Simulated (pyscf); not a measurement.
Four-centre exchange: `[CH3][Cd][CH3]` + `[H][H]` → `[CH3][CdH]` + `[CH4]`

Gas phase, singlet surface, charge 0. Bonds broken: Cd1–C2, H10–H11. Bonds formed: Cd1–H10, C2–H11. Optimised with ωB97X-D3(BJ)/def2-SVP in PySCF.

Transition state (Å):

```xyz
11

Cd    -0.4042     0.3185     0.2649
C     -2.6327     1.0548     0.7004
C      0.8002    -0.8828    -0.9722
H     -2.9267     1.4726    -0.2775
H     -3.1529     0.0935     0.8514
H     -3.0192     1.7467     1.4698
H      1.6426    -1.3055    -0.4053
H      0.2177    -1.7066    -1.4102
H      1.2102    -0.2751    -1.7936
H     -0.3317     1.5873     1.7943
H     -1.3271     1.4178     1.3921
```

One imaginary mode, 1737i cm⁻¹; descent along it reached the two sides named.

```
bond     change  reactant side (Å)  saddle  product side
-------  ------  -----------------  ------  ------------
Cd1–C2   breaks              2.113   2.387           3.4
H10–H11  breaks              0.760   1.087           3.1
Cd1–H10   forms                3.1   1.989         1.679
C2–H11    forms                3.8   1.521         1.100
```

Electronic energies relative to the separated reactants (kcal/mol):

```tsv
level	barrier	reaction energy	reverse barrier
ωB97X-D3(BJ)/def2-TZVP	47.1	-12.1	59.2
PBE/def2-TZVP	43.3	-12.4	55.7
r²SCAN/def2-TZVP	43.9	-12.7	56.6
B3LYP-D3(BJ)/def2-TZVP	47.1	-13.0	60.1
PBE0-D3(BJ)/def2-TZVP	43.8	-13.0	56.8
M06-2X/def2-TZVP	46.6	-11.3	57.9
ωB97M-D3(BJ)/def2-TZVP	46.6	-13.8	60.3
HF/def2-TZVP	56.3	-19.3	75.5
```

With ωB97M-D3(BJ)/def2-TZVP energies and thermal terms (ideal gas, 1 atm, RRHO with modes under 100 cm⁻¹ raised to 100, one conformer, R ln 2 for chiral ones without a mode under 150 cm⁻¹), in kcal/mol:

| T (K) | ΔH‡ | ΔG‡ | ΔH | ΔG |
|---|---|---|---|---|
| 298 | 46.3 | 53.0 | -11.4 | -12.3 |
| 600 | 45.6 | 60.2 | -12.8 | -12.7 |
| 900 | 45.6 | 67.5 | -13.9 | -12.3 |
| 1200 | 45.8 | 74.8 | -14.6 | -11.7 |

At the saddle there is also a short Cd–H contact that neither side keeps. This is the saddle that the search found; another between the same sides may lie lower. Elements past Kr carry the def2 core potentials, without spin-orbit coupling.
